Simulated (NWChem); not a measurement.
# C$_{2}$H$_{5}$NO anion, doublet; SMILES of the neutral closed-shell parent O=C(N)C

```xyz
9

C      0.1739     1.3735    -0.0183
C     -0.1489    -0.0725     0.2480
N      1.0104    -0.9126     0.0684
O     -1.3173    -0.5420     0.0431
H      0.4229     1.5116    -1.1197
H      1.0520     1.7238     0.5443
H     -0.6888     2.0130     0.2064
H      0.6665    -1.8617    -0.0830
H      1.5353    -0.6528    -0.8005
```
Atoms are numbered in this order, from 1.

Results from NWChem. Spin-unrestricted. Sets without diffuse functions describe the anion's extra electron poorly. Structure relaxed at the B3LYP/def2-SVPD, spin-unrestricted level. Not confirmed as a minimum by frequencies. The spin multiplicity was typed, not searched, and may not be the lowest. No stability test was run on the SCF state. The highest occupied level is positive, so the extra electron may be held by the finite basis. Atomic charges in e: unrestrained fits to the electrostatic potential beside Mulliken populations; buried atoms are poorly determined by the fit.

Problem. What does the run give for B3LYP/def2-SVP? Quantities: ESP C1; Mulliken C1; ESP C2; Mulliken C2; ESP N3; Mulliken N3; ESP O4; Mulliken O4; relative RMS misfit of the potential (%).

Solution. 
```
Quantity                                  Value
----------------------------------------  -----
ESP C1                                     0.41
Mulliken C1                                0.14
ESP C2                                     0.20
Mulliken C2                               -0.13
ESP N3                                    -0.84
Mulliken N3                               -0.16
ESP O4                                    -0.69
Mulliken O4                               -0.46
relative RMS misfit of the potential (%)      6
```
